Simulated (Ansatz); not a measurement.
# Worked example: correlation energy of HBe–BeH, singlet

Geometry: a point of a breathe scan, not a stationary point.

```yaml
atoms:
  - { symbol: Be, position_ang: [0.0000, 0.0000, 2.5371] }
  - { symbol: Be, position_ang: [0.0000, 0.0000, -2.5371] }
  - { symbol: H, position_ang: [0.0000, 0.0000, 5.7846] }
  - { symbol: H, position_ang: [0.0000, 0.0000, -5.7846] }
```

Basis cc-pVDZ; Ansatz 0.2.0. Correlated methods freeze the noble-gas cores, which leaves 6 electrons in 36 orbitals. R marks a restricted (for open shells ROHF) determinant.

Full CI is exact within this basis and frozen core; it isn't the basis-set limit.

The cluster runs stand on a determinant 0.34 eV above the lowest RHF solution, chosen by trial CCSD; the correlation energy below is counted from it.

Runs differ by some tens of microhartree through their thresholds, so steps under 0.03 kcal/mol mean nothing.

```tsv
level	total energy (hartree)
RHF determinant under the cluster runs	-29.899875
RMP2	-30.270524
RCCSD*	-30.228350
RCCSD(T)*	-30.259059
RCCSDT*	-30.232817
RCCSDT(Q)*	-30.230724
full CI	-30.231831
```

Problem. What is the correlation energy at full CI, and what share of it do RMP2 and RCCSD recover?

Solution. E(corr) = -30.231831 − (-29.899875) = -0.331956 hartree = -9.033 eV. RMP2: -0.370649 / -0.331956 = 111.66 %. RCCSD: -0.328475 / -0.331956 = 98.95 %.

Problem. By how many kcal/mol does RCCSD(T) miss full CI (1 hartree = 627.509 kcal/mol), and which steps make up the rest?

Solution. -30.259059 − (-30.231831) = -0.027228 hartree = -17.09 kcal/mol. Steps: RCCSDT − RCCSD(T) = 16.47, RCCSDT(Q) − RCCSDT = 1.31, full CI − RCCSDT(Q) = -0.69 kcal/mol. With more than one leading determinant such errors change with state and geometry, and needn't cancel in differences.

An asterisk marks runs whose energy the program itself flagged as in doubt.
